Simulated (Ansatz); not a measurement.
**A barrier at the coupled-cluster level**

Start structure (CH₆BF, singlet), relaxed at PBE0-D4/def2-TZVP:

| atom | x (Å) | y (Å) | z (Å) |
| --- | --- | --- | --- |
| B1 | -1.0844 | 0.6825 | -1.3181 |
| F2 | -0.1442 | 0.6650 | -2.2415 |
| H3 | -1.2048 | 1.6762 | -0.6611 |
| H4 | -1.7749 | -0.2891 | -1.2044 |
| H5 | 1.2149 | -0.3653 | 0.0754 |
| C6 | 0.8412 | -0.5464 | 1.0834 |
| H7 | 1.4312 | 0.0309 | 1.7942 |
| H8 | -0.2045 | -0.2457 | 1.1595 |
| H9 | 0.9254 | -1.6081 | 1.3126 |

The step: BH₂F ([BH2][F]) + CH₄ → CH₅B ([BH2][CH3]) + HF; bonds formed: B1–C6, F2–H5; bonds broken: B1–F2, H5–C6. Computed with Ansatz 0.2.0 (basis: def2-TZVPP and def2-QZVPP); correlated methods freeze the cores. Extrapolation: Hartree–Fock as exp(−7.88 √X), correlation as X^−2.97. Energies below are by CCSD(T) at an estimated basis limit (MP2 extrapolated from triple and quadruple zeta, plus CCSD(T) − MP2 in triple zeta).

Task: What are the electronic barrier and the energy of the step, from the start structure to the end structure? (An estimate is asked for; the value comes from the calculation.)

Result: The calculation gives: Barrier 219.2 kJ/mol; step energy 137.9 kJ/mol (uphill); reverse barrier, their difference, 81.3 kJ/mol. Barrier and step energy count from the start structure, the reverse barrier from the end structure.

The saddle point: One imaginary mode of 1113i cm⁻¹.
```json
{"pair": "B1–C6", "start (Å)": "3.31", "saddle (Å)": "1.71", "end (Å)": "1.56"}
{"pair": "F2–H5", "start (Å)": "2.88", "saddle (Å)": "1.13", "end (Å)": "0.92"}
{"pair": "B1–F2", "start (Å)": "1.32", "saddle (Å)": "1.64", "end (Å)": "2.31"}
{"pair": "H5–C6", "start (Å)": "1.09", "saddle (Å)": "1.42", "end (Å)": "2.66"}
```

Zero-point energy (harmonic, PBE0-D4): ZPE is 179.4 kJ/mol at the start and 176.2 kJ/mol at the saddle, so the barrier goes from 219.2 to 216.0 kJ/mol.

T1 diagnostic: at most 0.012. The start structure is not quite a true minimum (one mode of 45i cm⁻¹).

Labels in which every atom is bracketed show which atoms are joined, not bond orders.

For scale, one of the runs: CCSD(T)/def2-TZVPP, 177 basis functions, launched by `ansatz run in.yaml --threads 2 --pin off --events-out ev --progress --plain --max-ram 4352MiB`. The run took 46 s on 2 CPU threads of an Intel Xeon Platinum 8259CL (shared host), with 1.7 GiB of host memory at its peak.
